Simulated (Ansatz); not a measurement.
Write a Python script for the Python package of Ansatz (0.2.0) that makes a ranking of conformers of C5H7Cl, SMILES C=CCC(=C)Cl. Use (for the species named): Hartree-Fock, cc-pVDZ basis, multiplicity 1.

The script, `run_conformers.py`:
```python
"""Rank force-field conformers of C5H7Cl by single points."""

import ansatz as az
from rdkit import Chem
from rdkit.Chem import AllChem

rd = Chem.AddHs(Chem.MolFromSmiles("C=CCC(=C)Cl"))
ids = list(AllChem.EmbedMultipleConfs(rd, numConfs=20, randomSeed=274, pruneRmsThresh=0.4))
field = [energy for _, energy in AllChem.MMFFOptimizeMoleculeConfs(rd)]
distinct = {round(e, 2): i for i, e in zip(ids, field)}
chosen = sorted(distinct.items())[:4]
found = []
for force_field, index in chosen:
    mol = az.Crystal.molecule()
    for atom, xyz in zip(rd.GetAtoms(), rd.GetConformer(index).GetPositions()):
        mol = mol.atom(atom.GetSymbol(), xyz.round(5).tolist())
    base = (
        mol.calculation()
        .basis(gaussian="cc-pVDZ")  # atom-centred Gaussian functions
        .functional("hf")
    )
    found.append(base.run().report["free_energy_ev"])
print("conformer   MMFF (kcal/mol)   this level (kcal/mol)")
for (force_field, index), e in zip(chosen, found):
    print(f"{index:9d} {force_field - chosen[0][0]:17.2f} {23.060548 * (e - min(found)):17.3f}")
```

```console
$ python run_conformers.py
conformer   MMFF (kcal/mol)   this level (kcal/mol)
        2              0.00             0.661
        5              0.12             0.397
        4              0.47             0.000
        3              0.90             1.335
```

Notes:
- These settings explore the input space; basis and method may be short of convergence.
- The conformers keep their force-field geometries.
- The whole script took 10 s on 1 thread of Intel(R) Xeon(R) Platinum 8488C (Sapphire Rapids), with other jobs on the host, peak memory 0.37 GiB.

(Lines on the test bed's own set-up are left out of the output.)
